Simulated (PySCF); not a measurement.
Species: pyruvamide, C3H5NO2.
SMILES with atom numbers: `[CH3:1][C:2](=[O:3])[C:4]([NH2:5])=[O:6]` (hydrogens: H7, H8, H9 on C1; H10, H11 on N5)

Level of theory: TDDFT wB97X-D/def2-SVPD, vertical, gas phase, core orbitals frozen in the response (PySCF). The structure is a single PBE0-D3(BJ)/def2-SVP conformer in the gas phase; no vibrational or solvent corrections. Torsions of this conformer, `[CH3:1][C:2](=[O:3])[C:4]([NH2:5])=[O:6]`: C1–C2–C4–N5 180°, H–N5–C4–C2 0°, H–N5–C4–C2 180°.

Task: List the vertical singlet excitations with oscillator strengths and describe the spectrum.

Result: 

| state | E (eV) | E (hartree) | f | symmetry | main configurations (H = HOMO, L = LUMO) |
| --- | --- | --- | --- | --- | --- |
| S1 | 3.48 | 0.1277 | 0.0001 | – | H→L (96%) |
| S2 | 5.37 | 0.1972 | 0.0001 | – | H-2→L (88%), H→L+4 (9%) |
| S3 | 5.76 | 0.2118 | 0.051 | A′ | H-1→L (98%) |
| S4 | 7.35 | 0.2700 | 0.0010 | – | H→L+1 (93%) |
| S5 | 7.57 | 0.2782 | 0.0000 | – | H→L+4 (83%), H-2→L (9%) |
| S6 | 7.97 | 0.2929 | 0.0001 | – | H-4→L (90%) |
| S7 | 7.99 | 0.2937 | 0.011 | A″ | H-1→L+1 (71%), H-1→L+2 (23%) |
| S8 | 8.06 | 0.2964 | 0.144 | A′ | H-3→L (64%), H→L+2 (31%) |
| S9 | 8.34 | 0.3064 | 0.096 | A′ | H→L+2 (56%), H-3→L (28%) |
| S10 | 8.54 | 0.3137 | 0.040 | A′ | H→L+3 (65%), H-2→L+1 (18%) |

Triplets, Tamm–Dancoff:

| state | E (eV) | λ (nm) | main configurations (H = HOMO, L = LUMO) |
| --- | --- | --- | --- |
| T1 | 2.98 | 416.0 | H→L (95%) |
| T2 | 4.41 | 281.2 | H-1→L (91%) |
| T3 | 4.90 | 252.9 | H-2→L (84%), H→L+4 (12%) |
| T4 | 5.67 | 218.5 | H-3→L (83%) |

The lowest singlet lies at 3.48 eV (357 nm, ultraviolet) and is dark (f under 0.0005); its leading configuration is HOMO→LUMO (96%). The most intense listed level is S8 at 8.06 eV (154 nm, f = 0.144), 4.59 eV above S1. Löwdin shares by element: HOMO oxygen 67%, carbon 19% or more; LUMO carbon 44% or more, oxygen 39% (atoms not listed hold the other 17%). Weighted by f, the mean energy of these states is 7.85 eV. Of the 10 states listed, 5 reach f = 0.01 and 4 stay under 0.0005. Orbital energies (eV): HOMO-3 -12.65, HOMO-2 -11.31, HOMO-1 -10.31, HOMO -9.29, LUMO -0.19, LUMO+1 2.25, LUMO+2 2.84. No computed singlet lies in the visible range (380 to 750 nm); the lowest, at 357 nm, stands 0.21 eV above its violet end (3.26 eV); a Tamm–Dancoff triplet lies at 416 nm, without intensity as long as spin–orbit coupling is left out. All these states lie below the vertical ionisation energy of 9.72 eV (ΔSCF). Symmetry labels in Cs follow from the direction of the transition dipole and are given only for states with f of 0.002 or more. The window holds the lowest 10 singlets.
